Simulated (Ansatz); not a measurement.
C$_{2}$H$_{5}$NO (`CNC=O`) at its PBE0-D4/def2-TZVP geometry, where that method's forces vanish. The species carries charge 0 and has multiplicity 1.

```xyz
9

C     0.8218   -0.7083   -0.2612
N    -0.2900    0.1925   -0.4292
C    -0.8985    0.8090    0.6070
O    -0.5972    0.6859    1.7716
H     0.5872   -1.7035   -0.6468
H     1.7162   -0.3347   -0.7663
H     1.0256   -0.7826    0.8057
H    -0.6366    0.3821   -1.3533
H    -1.7286    1.4596    0.2724
```

(1) What forces (eV/Å) does r2SCAN-D4/def2-TZVPP give on these atoms in the Gaussian-basis code of Ansatz? (An estimate is asked.)

## Answers

(1) Ansatz gave: 
```
C1   0.189 -0.154  0.031
N2  -0.031  0.007 -0.168
C3  -0.220  0.165 -0.159
O4   0.125 -0.058  0.421
H5   0.005  0.016  0.000
H6  -0.014 -0.008  0.002
H7  -0.012  0.008 -0.023
H8  -0.014  0.006 -0.058
H9  -0.029  0.019 -0.046
```
